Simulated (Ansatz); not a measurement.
# NS+ (triplet): wave-function methods side by side, def2-QZVPP

An exercise on one series of results from a longer session: the logs are not shown, and one member is left open.

Program: Ansatz 0.2.0, Gaussian basis. Level of theory: def2-QZVPP, core rule «outside noble gas», up to 6 orbitals frozen. These are calculated values, not measurements.

Plan: UHF; ROHF; CCSD(T) on UHF.

2 further runs of the same task are left out: 2 set aside as unsound or not needed.

**What is computed**

The geometry is a PBE0/def2-TZVP stationary point (not a proven minimum).

2 atoms, charge 1, spin multiplicity 3.

Atoms are counted from 1 here; the program's logs count them from 0.

Bond lengths: N1–S2 1.595 Å.

The first run:

Input file in.yaml:

```yaml
crystal:
  periodic: [false, false, false]
  atoms:
    - {symbol: N, position_ang: [0.000000, 0.000000, 0.000000]}
    - {symbol: S, position_ang: [0.000000, 0.000000, 1.594600]}
basis:
  gaussian: {orbitals: "def2-QZVPP.json"}
total_charge: 1
magnetization: {spin_polarized: true, initial_magnetization: 2}
hamiltonian: {xc: hf}
output: {orbitals: {seedname: orbitals}}
```

Launch:

```
ansatz run in.yaml --threads 1 --pin off --events-out ev --progress --plain --max-ram 2393MiB
```

Steps of the session up to this table: UHF; ROHF; CCSD(T) on UHF.

One table of the session follows, with a row left open; its other results are not shown here.

| method | from UCCSD(T) (kcal/mol) |
| --- | --- |
| ROHF | +229.24 |
| UMP2 | +48.00 |
| UCCSD | ? |
| UCCSD(T) | 0 |

**Question.** Estimate the row for UCCSD.

As computed: from UCCSD(T) (kcal/mol): +13.79. In the column «from UCCSD(T) (kcal/mol)» it lies between UCCSD(T) (0) and UMP2 (+48.00).

Left out of the table: UHF (another determinant or state than the rows shown).

The program flags UCCSD(T) as in doubt (see the logs), so the zero of the table is itself unsure.

Limits of these values: The determinant is far from a pure spin state, so its energy mixes those of several spin states (harmless only where they are near-degenerate, as at dissociation). The program flags UCCSD(T) as in doubt, so the zero of the table is itself unsure. Warnings: spin contamination; coupled cluster took another determinant than the lowest.
